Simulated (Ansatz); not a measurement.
Ansatz (an electronic-structure program) input (B3LYP/3-21G): The .json file is the Basis Set Exchange's 3-21G.

Ansatz 0.2 input:
```yaml
crystal:
  periodic: [false, false, false]
  atoms:
    - {symbol: C, position_ang: [0.01278651, 0.10878287, 0.77591448]}
    - {symbol: C, position_ang: [-0.01004020, 0.03731449, -0.57342092]}
    - {symbol: H, position_ang: [0.02491044, -0.93690889, 1.17613433]}
    - {symbol: H, position_ang: [-0.02531590, 0.94370798, -1.19774587]}
    - {symbol: H, position_ang: [-0.01607244, -0.88338326, -1.19334978]}
basis:
  gaussian:
    orbitals: 3-21G.json
hamiltonian:
  xc: {name: B3LYP}
total_charge: -1
output: {forces: true}
```

Output:

```
Functional definition: B3LYP
integrals: 0.00 GiB planned
319 factors; integrals over basis functions are off by at most 1.1e-3 eV
mean field: 0.06 GiB planned
mean field evaluation 1: about -2106.8026 eV, gradient 1.8e1 eV
mean field evaluation 2: about -2105.7979 eV, gradient 2.6e1 eV
mean field evaluation 4: about -2107.7087 eV, gradient 1.0e0 eV
mean field evaluation 8: about -2107.6948 eV, gradient 2.4e-3 eV
mean field -2107.69483374 eV, -77.4563564932 hartree, gradient 5.4e-5 eV, S^2 0.000000; 0 other end points of the search recorded, 0 dependent functions left out
the calculation of the forces begins
reference -2107.69494233 eV, -77.4563604838 hartree; 8, 8 occupied and 16, 16 virtual orbitals, 319 factors
Total energy: -2107.69494233 eV, -77.4563604838 hartree
Atom 0 at     0.012787     0.108783     0.775914 Å, force     0.002274     0.698810     0.336393 eV/Å
Atom 1 at    -0.010040     0.037314    -0.573421 Å, force     0.000189    -0.223768    -0.054324 eV/Å
Atom 2 at     0.024910    -0.936909     1.176134 Å, force     0.006247    -0.525695     0.210067 eV/Å
Atom 3 at    -0.025316     0.943708    -1.197746 Å, force    -0.003312     0.132836    -0.153951 eV/Å
Atom 4 at    -0.016072    -0.883383    -1.193350 Å, force    -0.005399    -0.082183    -0.338184 eV/Å
Dipole moment:    -0.006140    -0.240580    -0.427615 e Å
```

The dipole moment of an ion depends on the origin.
